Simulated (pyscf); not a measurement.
Optimised with ωB97X-D3(BJ)/def2-SVP in PySCF.

Q: For the elementary gas-phase step `[CH3][CH2][MgH]` + `[CH2]=[CH2]` → `[CH3][CH2][Mg][CH2][CH3]` (singlet surface; H–Mg broken, C–Mg, C–H formed), what barrier and reaction energy does B3LYP-D3(BJ)/def2-TZVP give, measured from the separated reactants?

A: ΔE‡ = 35.7 kJ/mol, ΔE = -105.8 kJ/mol. ωB97M-D3(BJ)/def2-TZVP gives 42.9 kJ/mol and -109.7 kJ/mol. Zero-point energy shifts the barrier by +5.7 kJ/mol. It is an addition across a multiple bond or ene-type step, with an imaginary mode of 826i cm⁻¹. On the reactant side the descent ends in a bound adduct (not fully relaxed), 38.1 kJ/mol under the separated species and 70.9 kJ/mol under the saddle at ωB97X-D3(BJ)/def2-TZVP. On the product side the descent ends in a point that may be a rotor saddle (no frequency run), 10.3 kJ/mol over the lowest minimum found and 143.5 kJ/mol under the saddle at ωB97X-D3(BJ)/def2-TZVP. At the saddle there is also a short C–Mg contact that neither side keeps. At ωB97X-D3(BJ)/def2-TZVP the barrier from the zero used here is 32.8 kJ/mol. This is the saddle that the search found; another between the same sides may lie lower.
